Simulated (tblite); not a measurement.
Species: C4H3FO.
SMILES: `C1CC(=O)C=1F`

Computed values, GFN2-xTB/tblite, gas phase, harmonic and unscaled. Errors from tens to a few hundred cm⁻¹ against measured bands are possible.

Harmonic wavenumbers (cm⁻¹): 155.3, 280.8, 324.5, 525.0, 606.9, 674.1, 799.4, 806.9, 919.9, 945.0, 997.2, 1037.9, 1166.9, 1196.4, 1233.8, 1438.8, 1666.9, 1887.7, 2998.8, 3011.8, 3155.1.

A = 5718, B = 3899, C = 2353 MHz; mass 86.017 u (most abundant isotopes); point group Cs, symmetry number 1.

Zero-point energy?

½Σν̃ = 12915 cm⁻¹ = 36.92 kcal/mol.

Entropy at 200 K, 1 bar (ideal gas, RRHO, classical rotation)?

Translation 37.31, rotation 25.03, vibration 4.07: S = 66.4 cal/(mol K).

And Cp and H(200 K) − H(0)?

Cp = 14.87 cal/(mol K), of which vibrations give 6.92 (their classical limit is 21 R = 41.7); H(200 K) − H(0) = 2.13 kcal/mol without the zero-point energy, 0.54 from vibrations.

How do the functions run with temperature in this model?

| T (K) | S (cal/(mol K)) | Cp (cal/(mol K)) | H − H(0) (kcal/mol) | G − H(0) (kcal/mol) | ln q(vib) |
| --- | --- | --- | --- | --- | --- |
| 50 | 51.5 | 8.5 | 0.40 | -2.17 | 0.01 |
| 100 | 57.9 | 10.4 | 0.87 | -4.92 | 0.14 |
| 298.15 | 73.3 | 20.0 | 3.84 | -18.02 | 1.44 |
| 373.15 | 78.2 | 23.7 | 5.47 | -23.70 | 2.09 |
| 500 | 85.9 | 28.9 | 8.82 | -34.11 | 3.29 |
| 750 | 99.0 | 35.6 | 16.96 | -57.27 | 5.77 |
| 1000 | 109.8 | 39.7 | 26.41 | -83.40 | 8.16 |

q(vib) and H(0) count from the zero-point level.

Which modes carry the vibrational entropy at 200 K?

155.3 cm⁻¹: 1.87; 280.8 cm⁻¹: 0.90; 324.5 cm⁻¹: 0.70; 525.0 cm⁻¹: 0.22; 606.9 cm⁻¹: 0.14; 674.1 cm⁻¹: 0.09 cal/(mol K); the other 15 give 0.15 together.

Hindered rotation and anharmonicity are outside this model.
